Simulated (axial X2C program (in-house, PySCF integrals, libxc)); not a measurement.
## Photoelectron levels of P₂ by EOM-IP-CCSD

Computed with an axial X2C code built on PySCF integrals: two-component X2C with atomic mean-field Coulomb and Gaunt terms, Gaussian nuclei, basis P dyall-v3z with contracted cores.

R = 1.891 Å (near the PBE0 minimum at charge 0 of the determinant lowest at the starting distance; the state shown can have its own minimum elsewhere).

Hartree–Fock spinors of P₂ (one of each Kramers pair; a window near the gap, which can cut inner shells):

| ω | occupied | ε (eV) | character |
| --- | --- | --- | --- |
| 1/2 | yes | -24.63 | 79% P s, 16% P p, 4% P d |
| 1/2 | yes | -16.59 | 60% P s, 37% P p |
| 1/2 | yes | -11.09 | 82% P p, 17% P s |
| 1/2 | yes | -10.11 | 93% P p, 6% P d |
| 3/2 | yes | -10.08 | 93% P p, 6% P d |
| 1/2 | no | 0.52 | 84% P p, 14% P d |
| 3/2 | no | 0.54 | 84% P p, 15% P d |
| 1/2 | no | 3.63 | 69% P p, 20% P d, 10% P s |
| 1/2 | no | 5.68 | 41% P p, 29% P d, 29% P s |
| 1/2 | no | 6.26 | 89% P p, 10% P d |
| 3/2 | no | 6.27 | 89% P p, 10% P d |

Vertical ionisation energies of P₂ to the states of P₂⁺:

```
Ω of P₂⁺  vertical IE (eV)  above lowest (cm⁻¹)      ionised spinor  one-hole weight
     3/2            10.615                    0            94% P pπ             0.95
     1/2            10.648                  259            94% P pπ             0.95
     1/2            10.771                 1252  80% P pσ, 18% P sσ             0.94
     1/2            14.888                34459  60% P sσ, 36% P pσ             0.77
```

**Question.** How far does the lowest EOM-IP-CCSD energy lie from the Koopmans value −ε of the highest filled spinor?

**Answer.** 10.615 eV against 10.08 eV, a shift of 0.54 eV: relaxation of the final state lowers the energy and the loss of correlation raises it.

**Question.** What is the splitting of the first π pair in the table, and is it regular or inverted?

**Answer.** E(3/2) − E(1/2) = 0 − 259 = -259 cm⁻¹ at EOM-IP-CCSD: inverted, Ω = 3/2 lower. Splittings at this level can be off by ten to twenty per cent.

This point took 7.6 s on 1 thread of Intel(R) Xeon(R) Processor @ 2.30GHz, on a shared host.

Reference electrons by ω block (each with its −ω partner): 1/2: 12, 3/2: 3. 10 electrons of P₂ correlated (inner shells frozen), 94 natural virtual spinors (a truncated set); levels can be off by some tenths of an eV. Roots sought by Ω: (1/2: 4, 3/2: 3, 5/2: 1); the list ends where they run out and leaves out roots under 60 % one-particle weight. The solver can skip a root, and states that need a further excitation, which the method places far too high, are missing though they may lie low or lowest. T1 of the reference 0.017 (Lee–Taylor). Number of frozen shells: P 2 s, 1 p. g and u states are not told apart.
